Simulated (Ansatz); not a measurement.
# CH₂FSi radical (SMILES C=[Si]F): one structure at several levels

A test off equilibrium: a structure displaced at random from a GFN2-xTB minimum is computed at several levels, and each is set against CCSD(T).

Program: Ansatz 0.2.0, Gaussian basis. Level of theory: single points in def2-TZVPP. These are calculated values, not measurements.

Correlated methods freeze the cores. Orbitals are unrestricted. B3LYP uses VWN-RPA correlation.

## 1. The system as given

SMILES `C=[Si]F`, 5 atoms, charge 0, spin multiplicity 2.

Atoms are counted from 1 here; the program's logs count them from 0.

Bond lengths: C1–Si2 1.799 Å, C1–H4 1.107 Å, C1–H5 1.077 Å, Si2–F3 1.646 Å. Angles: Si2–C1–H4 116.4°, Si2–C1–H5 116.1°, H4–C1–H5 112.9°, C1–Si2–F3 108.7°.

Coordinates:

```xyz
5
charge 0, multiplicity 2
C    -0.1673    0.5641   -0.3681
Si    0.2153   -0.3991    1.1018
F     1.3357   -1.5390    0.7076
H    -0.7410    1.4975   -0.2096
H    -0.5032    0.0059   -1.2261
```

## 2. CCSD(T)/def2-TZVPP

Input file run/in.yaml:

```yaml
crystal:
  periodic: [false, false, false]
  atoms:
    - {symbol: C, position_ang: [-0.167300, 0.564100, -0.368100]}
    - {symbol: Si, position_ang: [0.215300, -0.399100, 1.101800]}
    - {symbol: F, position_ang: [1.335700, -1.539000, 0.707600]}
    - {symbol: H, position_ang: [-0.741000, 1.497500, -0.209600]}
    - {symbol: H, position_ang: [-0.503200, 0.005900, -1.226100]}
basis:
  gaussian: {orbitals: def2-TZVPP}
magnetization: {spin_polarized: true, initial_magnetization: 1}
correlation: {method: ccsd_t}
scf: {omitted_lower_state_checks: [cluster_reference]}
output: {forces: true}
```

No record of the launch command was kept for these runs.

## 3. PBE0-D4/def2-TZVPP

Edit run/in.yaml of step 2 so:

```diff
@@ -11,4 +11,3 @@
 magnetization: {spin_polarized: true, initial_magnetization: 1}
-correlation: {method: ccsd_t}
-scf: {omitted_lower_state_checks: [cluster_reference]}
-output: {forces: true}
+hamiltonian: {xc: pbe0, dispersion: d4}
+output: {forces: true, orbitals: {seedname: orbitals}}
```

## 4. wB97M-V/def2-TZVPP

Edit run/in.yaml of step 3 so:

```diff
@@ -11,3 +11,3 @@
 magnetization: {spin_polarized: true, initial_magnetization: 1}
-hamiltonian: {xc: pbe0, dispersion: d4}
-output: {forces: true, orbitals: {seedname: orbitals}}
+hamiltonian: {xc: {name: wB97M-V}}
+output: {forces: true}
```

## 5. r2SCAN-D4/def2-TZVPP

Edit run/in.yaml of step 4 so:

```diff
@@ -11,3 +11,3 @@
 magnetization: {spin_polarized: true, initial_magnetization: 1}
-hamiltonian: {xc: {name: wB97M-V}}
+hamiltonian: {xc: r2scan, dispersion: d4}
 output: {forces: true}
```

## 6. PBE-D4/def2-TZVPP

Edit run/in.yaml of step 5 so:

```diff
@@ -11,3 +11,3 @@
 magnetization: {spin_polarized: true, initial_magnetization: 1}
-hamiltonian: {xc: r2scan, dispersion: d4}
+hamiltonian: {xc: pbe, dispersion: d4}
 output: {forces: true}
```

## 7. B3LYP-D4/def2-TZVPP

Edit run/in.yaml of step 6 so:

```diff
@@ -11,3 +11,3 @@
 magnetization: {spin_polarized: true, initial_magnetization: 1}
-hamiltonian: {xc: pbe, dispersion: d4}
+hamiltonian: {xc: {name: B3LYP}, dispersion: d4}
 output: {forces: true}
```

## 8. revPBE-D4/def2-TZVPP

Edit run/in.yaml of step 7 so:

```diff
@@ -11,3 +11,3 @@
 magnetization: {spin_polarized: true, initial_magnetization: 1}
-hamiltonian: {xc: {name: B3LYP}, dispersion: d4}
+hamiltonian: {xc: {name: revPBE}, dispersion: d4}
 output: {forces: true}
```

(Steps that only read results are left out.)

Q: Predict the outcome of this session. Wanted: energy less free atoms, CCSD(T)/def2-TZVPP; RMS force component; RMS force error; HOMO and LUMO, PBE0-D4; T1 diagnostic.

As calculated:

```
                                  quantity                                                                                              value
energy less free atoms, CCSD(T)/def2-TZVPP                                                                                     -1706.7 kJ/mol
                       RMS force component                                                               0.369 to 0.522 eV/Å over the methods
                           RMS force error  PBE0-D4 0.132, wB97M-V 0.099, r2SCAN-D4 0.181, PBE-D4 0.327, B3LYP-D4 0.132, revPBE-D4 0.336 eV/Å
                    HOMO and LUMO, PBE0-D4                                                                                 -7.01 and -3.55 eV
                             T1 diagnostic                                                                                              0.044
```

**Reading.** Against CCSD(T) the functionals' energies less atoms differ by -106.2 to -54.6 kJ/mol, PBE-D4 by -106.2 kJ/mol. CCSD(T) in triple zeta still lacks some correlation energy of the bonds, so part of these gaps is its own basis error and they don't rank the functionals. On forces the order runs from wB97M-V to revPBE-D4. Frozen-core CCSD(T) forces in triple zeta carry basis errors of their own, and this is one geometry, so small gaps rank nothing. The unrestricted reference is spin-contaminated, which hurts MP2 most.
